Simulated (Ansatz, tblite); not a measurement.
**The cluster YF₃: a ladder of methods and basis sets**

The task here is to estimate one member of a computed series from the others.

The runs use Ansatz 0.2.0, Gaussian basis; as each input shows.

Plan: GFN1-xTB, GFN2-xTB, PBE-D4/def2-TZVP, r2SCAN-D4/def2-TZVP, r2SCAN0-D4/def2-TZVP, r2SCANh-D4/def2-TZVP, CAM-B3LYP-D4/def2-TZVP, LDA/def2-TZVP, B3LYP-D4/def2-TZVP, PBE-D4/def2-SVP, PBE0-D4/def2-SVP, PBE0-D4/def2-TZVPD, PBE-D4/def2-TZVPD, r2SCAN-D4/def2-TZVPD, CCSD(T)/def2-TZVPP, MP2/def2-TZVP, RPA/def2-TZVP.

1 further run of the same task is left out (set aside as unsound or not needed). Runs told in other sessions of the task aren't counted.

### The structure

The geometry is that of the singlet, from an earlier relaxation (PBE-D4/def2-TZVP). At that level it is the lowest of the isomers that a small search found.

4 atoms, charge 0, spin multiplicity 1.

Bond lengths: Y1–F2 2.008 Å, Y1–F3 2.008 Å, Y1–F4 2.008 Å. Angles: F2–Y1–F3 118.9°, F2–Y1–F4 118.9°, F3–Y1–F4 118.9°.

Geometry (Å):

```
Y    -0.0194    0.0550    0.1455
F     1.3106    1.4458   -0.4268
F     0.6461   -1.7580    0.6940
F    -1.9373    0.2572   -0.4127
```

Y takes a core potential in the def2 sets. No spin-orbit coupling is included.

PBE0-D4/def2-TZVP was run before; its log isn't repeated, and its numbers join the tables.

The first run:

Tight binding, by tblite at 300 K electronic temperature and without a spin-polarisation term:

```python
tblite.interface.Calculator('GFN1-xTB', numbers, positions, charge=0, uhf=0).singlepoint()
```

Tight binding, by tblite at 300 K electronic temperature and without a spin-polarisation term:

```python
tblite.interface.Calculator('GFN2-xTB', numbers, positions, charge=0, uhf=0).singlepoint()
```

start.molden holds the orbitals of an earlier run on this state, given as this run's starting guess.

in.yaml

```yaml
crystal:
  periodic: [false, false, false]
  atoms:
    - {symbol: Y, position_ang: [-0.019418, 0.055025, 0.145521]}
    - {symbol: F, position_ang: [1.310613, 1.445787, -0.426756]}
    - {symbol: F, position_ang: [0.646094, -1.757987, 0.693963]}
    - {symbol: F, position_ang: [-1.937280, 0.257174, -0.412727]}
basis:
  gaussian: {orbitals: def2-TZVP, initial_orbitals: start.molden}
hamiltonian: {xc: pbe, dispersion: d4}
scf: {omitted_lower_state_checks: [starts]}
output: {forces: true, orbitals: {seedname: orbitals}}
```

Run with:

```bash
ansatz run in.yaml --threads 4 --pin off --events-out ev --progress --plain --max-ram 3916MiB
```

Among the steps run: PBE-D4/def2-TZVP; r2SCAN-D4/def2-TZVP; r2SCAN0-D4/def2-TZVP; r2SCANh-D4/def2-TZVP; CAM-B3LYP-D4/def2-TZVP; LDA/def2-TZVP; B3LYP-D4/def2-TZVP; PBE-D4/def2-SVP; PBE0-D4/def2-SVP; PBE0-D4/def2-TZVPD; PBE-D4/def2-TZVPD; r2SCAN-D4/def2-TZVPD; CCSD(T)/def2-TZVPP; MP2/def2-TZVP; RPA/def2-TZVP.

One of the session's tables, all rows but one given; the rest of the session is left out.

```
                 level  HOMO (eV)  LUMO (eV)  gap (eV)
         LDA/def2-TZVP      -8.84      -3.35      5.49
       PBE-D4/def2-SVP      -8.32      -3.09      5.24
      PBE-D4/def2-TZVP      -8.56      -3.17      5.39
     PBE-D4/def2-TZVPD      -8.63      -3.18      5.45
   r2SCAN-D4/def2-TZVP      -8.97      -2.64      6.34
  r2SCAN-D4/def2-TZVPD      -9.01      -2.61      6.41
  r2SCANh-D4/def2-TZVP          ?          ?         ?
    B3LYP-D4/def2-TZVP     -10.24      -2.83      7.41
      PBE0-D4/def2-SVP     -10.32      -2.37      7.95
     PBE0-D4/def2-TZVP     -10.51      -2.43      8.08
    PBE0-D4/def2-TZVPD     -10.56      -2.42      8.14
  r2SCAN0-D4/def2-TZVP     -10.83      -2.09      8.74
CAM-B3LYP-D4/def2-TZVP     -12.10      -1.77     10.32
```

Estimate the missing values for r2SCANh-D4/def2-TZVP.

Worked estimate for «HOMO (eV)». Against the share of exact exchange, r2SCAN-D4/def2-TZVP (0, -8.97), r2SCAN0-D4/def2-TZVP (0.25, -10.83) give a slope of -7.44 per unit share; at 0.1 the line stands at -9.71.

As computed: HOMO (eV): -9.71; LUMO (eV): -2.41; gap (eV): 7.30. In «HOMO (eV)» the line misses by 0.00.
